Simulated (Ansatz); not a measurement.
**Worked example: C3H7Cl + C2H2F4 → C2H4ClF + C3H5F3**

Species: C3H7Cl (1-chloropropane) `CCCCl`, singlet; C2H2F4 (norflurane) `FCC(F)(F)F`, singlet; C2H4ClF (1-chloro-2-fluoroethane) `FCCCl`, singlet; C3H5F3 `CC(F)(F)CF`, singlet. The partners trade CH3 for F; both sit on C, so the bond types are kept.

Shapes, held fixed at every level: PBE0-D4/def2-TZVP. Flexible molecules stand in one conformer, not always the lowest. Programs: Ansatz 0.2.0. The zero-point and thermal change to 298 K, harmonic and unscaled (PBE0-D4/def2-TZVP), is -0.2 kJ/mol.

At CCSD(T)/CBS estimate; 1 Eh = 2625.50 kJ/mol:

| species | energy (Eh) |
| --- | --- |
| C3H7Cl | -578.157850 |
| C2H2F4 | -476.471257 |
| C2H4ClF | -638.073824 |
| C3H5F3 | -416.543935 |

Work out ΔH(298 K) of the reaction at this level.


1. Products less reactants: (-638.073824) + (-416.543935) − [(-578.157850) + (-476.471257)] = 0.011348 Eh = +29.8 kJ/mol.
2. With the thermal change: +29.8 + (-0.2) = +29.6 kJ/mol.

Other levels give +27.0 (B3LYP-D4/def2-TZVPP) to +49.6 kJ/mol (MP2/def2-SVP). No measured value is set beside it here. The CBS estimate extrapolates MP2 from def2-TZVPP and def2-QZVPP and adds CCSD(T) − MP2 in the triple-zeta set, cores frozen.
